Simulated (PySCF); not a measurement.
Isomers of C4H7N. The calculation used PBE0-D3(BJ)/def2-SVP geometry optimisation, gas phase (PySCF). Energies are electronic, without zero-point or thermal terms, for one conformer each. No frequencies were run at this level. Point groups hold within 0.08 Å.

**Question.** Rank from lowest to highest electronic energy at this level (kcal/mol).
A. `[CH:1]1=[N:2][CH2:3][CH2:4][CH2:5]1` with C1–N2–C3–C4 -12°, N2–C3–C4–C5 19°, C3–C4–C5–C1 -18°, N2–C1–C5–C4 12°
B. isobutyronitrile (`C(#N)C(C)C`)
C. `[CH2:1]=[CH:2][C@H:3]1[CH2:4][NH:5]1` with C1–C2–C3–C4 -74°
D. `[H]/[N:5]=[CH:4]\[CH2:3][CH:2]=[CH2:1]` with C1–C2–C3–C4 114°, C2–C3–C4–N5 120°
E. `[H]/[N:1]=[CH:2]\[CH:3]1[CH2:4][CH2:5]1` with N1–C2–C3–C4 -26°
F. `N=C1CCC1`

**Answer.** B (0.0), A (0.8), F (15.6), E (22.0), D (23.3), C (34.3).

As drawn, the lowest has a C≡N group, which the highest lacks; the highest has a three-membered ring, an N–H bond and a C=C bond outside aromatic rings, which the lowest lacks. Neighbours under 2.5 kcal/mol apart (CC(C)C#N and C1=NCCC1; [H]/N=C\C1CC1 and [H]/N=C\CC=C) can change places with a better method, another conformer or zero-point energy.

```json
{"SMILES": "CC(C)C#N", "E (Eh)": "-210.97409", "E rel (kcal/mol)": "0.0", "dipole (D)": "3.93", "point group": "Cs", "A, B, C (MHz)": "7961, 3967, 2901"}
{"SMILES": "C1=NCCC1", "E (Eh)": "-210.97275", "E rel (kcal/mol)": "0.8", "dipole (D)": "2.10", "point group": "–", "A, B, C (MHz)": "7812, 7451, 4150"}
{"SMILES": "N=C1CCC1", "E (Eh)": "-210.94915", "E rel (kcal/mol)": "15.6", "dipole (D)": "2.22", "point group": "near Cs", "A, B, C (MHz)": "10758, 4754, 3529"}
{"SMILES": "[H]/N=C\\C1CC1", "E (Eh)": "-210.93899", "E rel (kcal/mol)": "22.0", "dipole (D)": "2.70", "point group": "near Cs", "A, B, C (MHz)": "11316, 3825, 3668"}
{"SMILES": "[H]/N=C\\CC=C", "E (Eh)": "-210.93690", "E rel (kcal/mol)": "23.3", "dipole (D)": "2.26", "point group": "C1", "A, B, C (MHz)": "20219, 2396, 2376"}
{"SMILES": "C=C[C@H]1CN1", "E (Eh)": "-210.91944", "E rel (kcal/mol)": "34.3", "dipole (D)": "1.51", "point group": "C1", "A, B, C (MHz)": "12068, 3827, 3509"}
```

**Question.** How do the relative energies change in single points at PBE0/pcSseg-1 (no added dispersion term) on the same geometries?

**Answer.** 
| SMILES | PBE0-D3(BJ)/def2-SVP (kcal/mol) | PBE0/pcSseg-1 (kcal/mol) | shift |
| --- | --- | --- | --- |
| CC(C)C#N | 0.0 | 0.0 | 0.0 |
| C1=NCCC1 | 0.8 | 3.9 | +3.1 |
| N=C1CCC1 | 15.6 | 18.6 | +3.0 |
| [H]/N=C\C1CC1 | 22.0 | 24.8 | +2.8 |
| [H]/N=C\CC=C | 23.3 | 24.2 | +0.9 |
| C=C[C@H]1CN1 | 34.3 | 36.6 | +2.3 |

Each column counts from its own lowest isomer. The lowest isomer stays, but the order above it changes; the largest shift is 3.1 kcal/mol.
